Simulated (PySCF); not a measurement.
Compound: 1,3,5-triazine, C3H3N3.
SMILES with atom numbers: `[cH:1]1[n:2][cH:3][n:4][cH:5][n:6]1` (hydrogens: H7 on C1; H8 on C3; H9 on C5)

Computed geometry: GFN2-xTB, gas phase.

**Question.** What internal coordinates does the optimisation give?

**Answer.** 
```csv
bond,length (Å)
C1–N2 and 5 like bonds,1.322
"C1–H7, C3–H8, C5–H9",1.083
```

Bonds in one row agree within 0.01 Å and their mean is given. A selection of angles:
```csv
angle,degrees
N2–C1–N6,125.2
N2–C1–H7,117.4
C1–N2–C3,114.8
```

The 6 heavy atoms lie in one plane (0.001 Å rms). The 6-membered ring C1–N2–C3–N4–C5–N6 has internal angles of 114.8° to 125.2° (sum 720°, against 720° for a flat polygon); it is planar, 0.00 Å rms from its mean plane, widest ring torsion 0°. All 6 C–N bonds measure 1.322 Å.

Point group: D3h (tolerance 0.08 Å). Stationary, but not proved a minimum.
